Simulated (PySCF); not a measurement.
# Nonlinear optical response: `Clc1cc[cH-]c1`, [C5H4Cl]-, charge -1

Geometry (Å), atoms numbered from 1 in this order:
```xyz
10

Cl    3.052   -0.436    0.538
C     1.345   -0.138    0.279
C     0.353   -1.124    0.282
C    -0.866   -0.461    0.037
C    -0.604    0.912   -0.110
C     0.782    1.120    0.041
H     0.508   -2.183    0.441
H    -1.839   -0.936   -0.025
H    -1.338    1.685   -0.307
H     1.319    2.058   -0.014
```

Total charge -1.

Method used: PySCF 2.14.0, quadratic response CAM-B3LYP/def2-TZVPD first hyperpolarisability, Taylor convention, gas phase. Geometry: PBE0-D3(BJ)/def2-TZVP.

For a gas-phase anion, states above the detachment energy (about 1.6 eV, taken as minus the energy of the highest occupied orbital) lie in the continuum and depend on the basis.

What is the first hyperpolarisability, and how does it disperse?

In 10⁻³⁰ esu, Taylor convention; the vector part is βᵢ = ⅓ Σⱼ (βᵢⱼⱼ + βⱼᵢⱼ + βⱼⱼᵢ):
| process | λ (nm) | β vector norm | β HRS | depolarisation ratio |
| --- | --- | --- | --- | --- |
| static β(0;0,0) | ∞ | 0.69 | 0.51 | 2.07 |
| second harmonic β(−2ω;ω,ω) | 1907 | 0.74 | 0.57 | 2.03 |
| Pockels β(−ω;ω,0) | 1907 | 0.71 | – | – |
| second harmonic β(−2ω;ω,ω) | 1064 | 0.88 | 0.77 | 1.86 |
| Pockels β(−ω;ω,0) | 1064 | 0.75 | – | – |

Which lowest excitations and polarisabilities go with it?

S1 3.60 eV (f = 0.001); S2 3.78 eV (f = 0.011); S3 3.94 eV (f = 0.000); isotropic α 86.5 au static, 86.9 au at 1907 nm, 87.8 au at 1064 nm, 88.1 au at 953.5 nm, 92.5 au at 532 nm.
